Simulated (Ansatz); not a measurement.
# Counterpoise correction, worked out

The pair of NH$_{3}$ (SMILES N, atoms 1–4) and CH$_{4}$ (SMILES C, atoms 5–9), both closed shells, in one local arrangement (a lower one may exist), relaxed at PBE0-D4/def2-TZVP:

```tsv
atom	x (Å)	y (Å)	z (Å)
N1	-0.2538	0.0659	-2.3674
H2	0.5322	0.6225	-2.0547
H3	-1.0776	0.4243	-1.9001
H4	-0.1051	-0.8767	-2.0285
C5	0.1808	-0.0472	1.6699
H6	-0.7067	0.3632	2.1509
H7	0.0565	-0.0138	0.5874
H8	0.3212	-1.0799	1.9883
H9	1.0525	0.5417	1.9543
```

Computed with Ansatz 0.2.0 (basis: def2-TZVPPD); correlated methods freeze the cores.

MP2 total energies in eV:

| system | geometry | basis functions | energy |
| --- | --- | --- | --- |
| pair | pair | all | -2636.01309 |
| NH$_{3}$ | as in the pair | all (partner as ghosts) | -1536.31728 |
| CH$_{4}$ | as in the pair | all (partner as ghosts) | -1099.69035 |
| NH$_{3}$ | as in the pair | its own | -1536.31226 |
| CH$_{4}$ | as in the pair | its own | -1099.68718 |
| NH$_{3}$ | free (PBE0-D4 minimum) | its own | -1536.31232 |
| CH$_{4}$ | free (PBE0-D4 minimum) | its own | -1099.68726 |

**Question.** Work out the interaction energy with and without the counterpoise correction, the superposition error, and the binding energy from the relaxed fragments.

**Answer.** Without correction: -2636.01309 − (-1536.31226) − (-1099.68718) = -0.01365 eV.
With correction (each fragment in the whole basis): -2636.01309 − (-1536.31728) − (-1099.69035) = -0.00546 eV = -0.13 kcal/mol.
The superposition error is the difference, 0.00819 eV: each fragment borrows its partner's functions.
Deformation from the free shapes: 0.00006 eV for NH$_{3}$ and 0.00008 eV for CH$_{4}$.
Binding energy from relaxed fragments: -0.00546 + 0.00006 + 0.00008 = -0.00532 eV = -0.12 kcal/mol (electronic, without zero-point energy; negative means bound). For comparison, the corrected interaction energy by CCSD(T) at an estimated basis limit (MP2 extrapolated from triple and quadruple zeta, plus CCSD(T) − MP2 in triple zeta) is -0.012 eV.

The T1 diagnostic stays at or below 0.009.

For scale, one of the runs: CCSD(T)/def2-TZVPPD, 193 basis functions, launched by `ansatz run in.yaml --threads 2 --pin off --events-out ev --progress --plain --max-ram 5222MiB`. Hardware: 2 CPU threads of an Arm Neoverse V2, shared host. Wall time 27 s; peak host memory 2.2 GiB.
